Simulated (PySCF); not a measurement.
**Choosing a basis for TDDFT**

Species: C₄H₈FN.
InChI=1S/C4H8FN/c1-6-4-2-3-5/h4H,2-3H2,1H3/b6-4+

TDDFT with PBE0 (PySCF), vertical singlets, core orbitals frozen in the response, spherical d and f functions. Geometry: PBE0-D3(BJ)/def2-SVP, one conformer, isolated molecule.

Problem. How do the low singlets change with the basis? Take 6-31G*, def2-SVP, def2-SVPD and def2-TZVP.

Solution. 

```csv
basis,functions,diffuse,S1 (eV),S2 (eV),S3 (eV),S4 (eV),S5 (eV),LUMO (eV),α (au)
6-31G*,100,no,5.22,7.81,8.13,8.61,8.94,0.24,51.3
def2-SVP,124,no,5.13,7.69,8.07,8.29,8.42,0.03,52.7
def2-SVPD,187,yes,5.08,7.16,7.48,7.56,7.94,-0.28,61.2
def2-TZVP,234,no,5.11,7.42,7.86,7.94,7.97,-0.19,59.3
```

States are compared by their number. Against the only diffuse basis here (def2-SVPD, itself not a converged limit), sets without diffuse functions differ by up to 0.14 eV in S1 and 0.99 eV in S5. State by state, the largest deviation of a set without diffuse functions is S1 0.14, S2 0.65, S3 0.65, S4 1.05, S5 0.99 eV. The same number needn't mean the same state in each row. Against def2-SVPD the polarisability deviates by -16% in 6-31G*, -14% in def2-SVP, -3% in def2-TZVP.
